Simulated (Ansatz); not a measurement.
One change: `C=CC(O)(F)F` becomes `CC(O)(F)F`.

Ansatz, PBE0-D4/def2-TZVP geometries, multiplicity 1. Each molecule was computed in one conformer, which needn't be the lowest.

| property | `C=CC(O)(F)F` |
| --- | --- |
| HOMO–LUMO gap (PBE0/def2-TZVPP) / eV | 7.91 |
| LUMO energy (ωB97M-V/def2-TZVPP) / eV | 1.70 |
| HOMO energy (PBE0/def2-TZVPP) / eV | -8.39 |
| size of the dipole moment (ωB97M-V/def2-TZVPP) / D | 1.10 |
| HOMO–LUMO gap (PBE/def2-TZVPP) / eV | 5.62 |
| size of the dipole moment (B3LYP/def2-TZVPP) / D | 1.09 |

Give the same properties after the change, and the shifts. (Estimate.)

Ansatz gave: 
```
                                          property  `CC(O)(F)F`  shift
              HOMO–LUMO gap (PBE0/def2-TZVPP) / eV        10.91   3.00
             LUMO energy (ωB97M-V/def2-TZVPP) / eV         2.54   0.84
                HOMO energy (PBE0/def2-TZVPP) / eV        -9.77  -1.38
size of the dipole moment (ωB97M-V/def2-TZVPP) / D         0.83  -0.27
               HOMO–LUMO gap (PBE/def2-TZVPP) / eV         8.11   2.49
  size of the dipole moment (B3LYP/def2-TZVPP) / D         0.84  -0.25
```

With PBE0 the HOMO falls by 1.38 eV and the LUMO rises by 1.62 eV, so the gap widens by about 3.00 eV. PBE moves the HOMO by -0.70 eV and ωB97M-V by -1.59 eV. Dipoles are sizes alone; their direction can turn.

B3LYP here is the variant with VWN-RPA as its local correlation; programs differ in this.
